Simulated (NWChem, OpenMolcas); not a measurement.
## CH2N2 (methanediimine): a line through the functionals

CH2N2 has 5 atoms, charge 0, and is taken as a singlet. SMILES: `N=C=N`. The shape is that of a PBE0-D4/def2-TZVP optimisation.

The dipole moment y, in D, basis def2-TZVP; a is the functional's share of exact exchange. Programs: NWChem 7.3.0, OpenMolcas 26.06.

| functional | program | a | y (D) |
| --- | --- | --- | --- |
| TPSS | OpenMolcas | 0 | 2.01 |
| BLYP | OpenMolcas | 0 | 2.00 |
| B3LYP | OpenMolcas | 0.2 | 2.07 |
| PBE0 | NWChem | 0.25 | ? |
| BHLYP | OpenMolcas | 0.5 | 2.16 |

Question: Fit y = c + s·a to the known rows and predict PBE0.

Answer: 
1. Means of the 4 rows: a = 0.1750, y = 2.060.
2. Σ(Δa)² = 0.1675, Σ(Δa·Δy) = 0.052, so the slope is 0.052/0.1675 = 0.31045.
3. Intercept: 2.060 − (0.31045) × 0.1750 = 2.006. The largest residual of the fit is 0.006.
4. PBE0: 2.006 + (0.31045) × 0.25 = 2.08 D.

The run gave 2.08 D, so the prediction is off by 0.00 D: they agree to the digits shown. More exact exchange makes the molecule more polar here.
